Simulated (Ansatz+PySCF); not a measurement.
The numbers below are computed, except where a source is named.
This Ansatz input gave a total energy of -203.85900 hartree.

```yaml
crystal:
  periodic: [false, false, false]
  atoms:
    - { symbol: "N", position_ang: [0.0, 0.0, -0.49317] }
    - { symbol: O, position_ang: [0.0, 1.1461, 0.21576] }
    - { symbol: O, position_ang: [0.0, -1.1461, 0.21576] }
basis:
  gaussian: { orbitals: def2-SVP }
total_charge: -1
magnetization:
  spin_polarized: true
hamiltonian:
  xc: hf
scf:
  omitted_lower_state_checks: [stability, starts, atomic_configurations, cluster_reference, orbital_swaps, given_window_search, neighbouring_geometries, increment]
```

Question: Write an input for PySCF with the same method and basis set.

Answer:

```python
from pyscf import gto, scf

mol = gto.M(atom="""
N 0.000000 0.000000 -0.493170
O 0.000000 1.146100 0.215760
O 0.000000 -1.146100 0.215760
""", basis='def2-svp', charge=-1, spin=0)
mf = scf.UHF(mol)
mf.kernel()
print(mf.converged, mf.e_tot, mf.spin_square()[0])
```

PySCF 2.14.0 gave -203.85901 hartree, 0.03 meV from the first. This is not the lowest solution: another run reaches a determinant 0.12 eV lower. Caution: no diffuse functions for an anion.
